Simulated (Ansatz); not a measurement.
**AlHO₂ (singlet): from Hartree-Fock to the top rungs, cc-pVTZ**

One table from this session's results is given with a row withheld; the runs are named, their logs left out.

Method: cc-pVTZ, core rule «outside noble gas», up to 7 orbitals frozen; program: Ansatz 0.2.0, Gaussian basis.

To be run: UHF; CCSD(T) on RHF; BCCD(T) on RHF; CCSDT(Q) on RHF.

3 further runs of the same task are left out: 3 set aside as unsound or not needed. Runs told in other sessions of the task aren't counted.

### The system

The geometry is a PBE0/def2-TZVP stationary point (not a proven minimum).

4 atoms, charge 0, spin multiplicity 1.

Atoms are counted from 1 here; the program's logs count them from 0.

Bond lengths: O1–Al2 1.596 Å, Al2–O3 1.631 Å, O3–H4 0.946 Å. Angles: O1–Al2–O3 180.0°, Al2–O3–H4 180.0°.

The first run:

Input file in.yaml:

```yaml
crystal:
  periodic: [false, false, false]
  atoms:
    - {symbol: O, position_ang: [0.000000, 0.000000, -2.248625]}
    - {symbol: Al, position_ang: [0.000000, 0.000000, -0.653025]}
    - {symbol: O, position_ang: [0.000000, 0.000000, 0.977875]}
    - {symbol: H, position_ang: [0.000000, 0.000000, 1.923775]}
basis:
  gaussian: {orbitals: cc-pVTZ}
magnetization: {spin_polarized: true, initial_magnetization: 0}
hamiltonian: {xc: hf}
output: {orbitals: {seedname: orbitals}}
```

The run is started by

```bash
$ ansatz run in.yaml --threads 1 --pin off --events-out ev --progress --plain --max-ram 4096MiB --backend cpu
```

Steps of the session up to this table: UHF; CCSD(T) on RHF; BCCD(T) on RHF; CCSDT(Q) on RHF.

One table of the session follows, with a row left open; its other results are not shown here.

It belongs to the step «Misses and costs». 

| method | from RCCSDT(Q) (kcal/mol) |
| --- | --- |
| RHF | ? |
| RMP2 | +11.62 |
| RCCSD | +16.44 |
| RCCSD(T) | +1.31 |
| BCCD(T) | +1.14 |
| RCCSDT | +1.24 |
| RCCSDT(Q) | 0 |

Estimate the missing values for RHF.

**Answer.** from RCCSDT(Q) (kcal/mol): +365.80. In the column «from RCCSDT(Q) (kcal/mol)» it is the highest.

With the free atoms at the same levels and basis (separate runs), the atomisation energy is 14.137 eV at RCCSDT(Q), 14.112 eV at RCCSD(T), 8.553 eV at RHF.
